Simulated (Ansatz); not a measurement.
# HNO2 (nitrous acid) at RPA@PBE/def2-TZVP

Aim: the vertical singlet–triplet gap of HNO2 (nitrous acid) at RPA@PBE/def2-TZVP, from 2 runs. 

The calculation is run with Ansatz 0.2.0.

55 further runs of the same task are left out: 55 set aside as unsound or not needed.

**1. Starting point**

HNO2 has 4 atoms, charge 0, and is taken as a singlet. As SMILES, `O=NO`. The coordinates come from a PBE0-D4/def2-TZVP relaxation.

Bond lengths: O1–N2 1.162 Å, N2–O3 1.397 Å, O3–H4 0.967 Å. Angles: O1–N2–O3 111.2°, N2–O3–H4 102.9°.

**2. The energy at RPA@PBE/def2-TZVP**

The input, run.yaml:

```yaml
crystal:
  periodic: [false, false, false]
  atoms:
    - {symbol: O, position_ang: [0.413650, 0.047230, 1.437260]}
    - {symbol: N, position_ang: [0.320150, -0.419400, 0.377370]}
    - {symbol: O, position_ang: [-0.362650, 0.434660, -0.492650]}
    - {symbol: H, position_ang: [-0.371140, -0.062490, -1.321980]}
basis:
  gaussian:
    orbitals: def2-TZVP
hamiltonian:
  xc: {name: PBE}
correlation:
  method: rpa
  frozen_orbitals: {H: 0, "N": 1, O: 1}
accuracy: high
```

Command:

```
ansatz run run.yaml --threads 1 --pin off --max-ram 3480MiB --events-out events.jsonl --progress --plain --runs-dir runs
```

The log of the run:

```text
Warning: RAYON_NUM_THREADS=1 ignored (pool sized by the plan → 1); use --threads N
Functional definition: PBE
  name "PBE"
  parameter kappa = 0.804
  parameter beta = 0.06672455060314922
  exchange = pbe_x(kappa = kappa, mu = beta*pi^2/3)
  correlation = pbe_c(beta = beta)
1704 factors; integrals over basis functions are off by at most 3.2e-9 eV
mean field evaluation 1: about -5590.6536 eV, gradient 5.1e1 eV
mean field evaluation 2: about -5590.6525 eV, gradient 5.1e1 eV
mean field evaluation 4: about -5593.4218 eV, gradient 2.5e1 eV
mean field evaluation 8: about -5594.6267 eV, gradient 1.6e-1 eV
mean field evaluation 16: about -5594.6260 eV, gradient 7.9e-6 eV
mean field -5594.62599429 eV, -205.5987131163 hartree, gradient 2.5e-8 eV, S^2 0.000000; 0 other end points of the search recorded, 0 dependent functions left out
3 core orbitals not correlated: weight in the atoms' cores, before any rotation towards them, 1.000 or more for the frozen orbitals, at most 0.000 for the correlated occupied ones
reference -5569.82135312 eV, -204.6871593667 hartree; 9, 9 occupied and 87, 87 virtual orbitals, 1704 factors
Total energy: -5597.49294222 eV, -205.7040715097 hartree
```

Run time: 7.2 s. Hardware: 1 thread of Arm Neoverse V1, shared host; peak memory 0.34 GiB.

**3. The triplet, same level**

The input, in.yaml:

```yaml
crystal:
  periodic: [false, false, false]
  atoms:
    - {symbol: O, position_ang: [0.413650, 0.047230, 1.437260]}
    - {symbol: N, position_ang: [0.320150, -0.419400, 0.377370]}
    - {symbol: O, position_ang: [-0.362650, 0.434660, -0.492650]}
    - {symbol: H, position_ang: [-0.371140, -0.062490, -1.321980]}
basis:
  gaussian:
    orbitals: def2-TZVP
magnetization:
  spin_polarized: true
  initial_magnetization: 2
hamiltonian:
  xc: pbe
correlation:
  method: rpa
  frozen_orbitals: {H: 0, "N": 1, O: 1}
accuracy: high
```

Command:

```
ansatz run in.yaml --threads 1 --pin off --max-ram 3480MiB --events-out events.jsonl --progress --plain --runs-dir runs
```

The log of the run:

```text
Warning: RAYON_NUM_THREADS=1 ignored (pool sized by the plan → 1); use --threads N
Functional definition: PBE
  name "PBE"
  parameter kappa = 0.804
  parameter beta = 0.06672455060314922
  exchange = pbe_x(kappa = kappa, mu = beta*pi^2/3)
  correlation = pbe_c(beta = beta)
1704 factors; integrals over basis functions are off by at most 3.2e-9 eV
mean field evaluation 1: about -5589.0353 eV, gradient 3.1e1 eV
mean field evaluation 2: about -5589.0341 eV, gradient 3.1e1 eV
mean field evaluation 4: about -5591.4361 eV, gradient 1.3e1 eV
mean field evaluation 8: about -5592.0194 eV, gradient 5.6e-2 eV
mean field evaluation 16: about -5592.0187 eV, gradient 8.2e-6 eV
mean field -5592.01869740 eV, -205.5028967230 hartree, gradient 2.4e-8 eV, S^2 2.003788; 1 other end points of the search recorded, 0 dependent functions left out
3 core orbitals not correlated: weight in the atoms' cores, before any rotation towards them, 1.000 or more for the frozen orbitals, at most 0.000 for the correlated occupied ones
reference -5568.27828061 eV, -204.6304524978 hartree; 10, 8 occupied and 86, 88 virtual orbitals, 1704 factors
Total energy: -5594.82220928 eV, -205.6059238842 hartree
```

Wall time 11 s (1 thread of Arm Neoverse V1, shared host); peak memory 0.36 GiB.

**4. Summary of results**

At RPA@PBE/def2-TZVP, 3 core orbitals frozen:

| quantity | value |
| --- | --- |
| singlet: total energy | -205.70407 Eh |
| singlet: RPA correlation energy (valence) | -1016.9 mEh |
| triplet: total energy | -205.60592 Eh |
| triplet: RPA correlation energy (valence) | -975.5 mEh |
| triplet: ⟨S²⟩ of the reference determinant | 2.004 |
| vertical energy of the triplet above the singlet | 2.671 eV |

In words: At this shape the triplet lies 2.67 eV (258 kJ/mol) above the singlet.
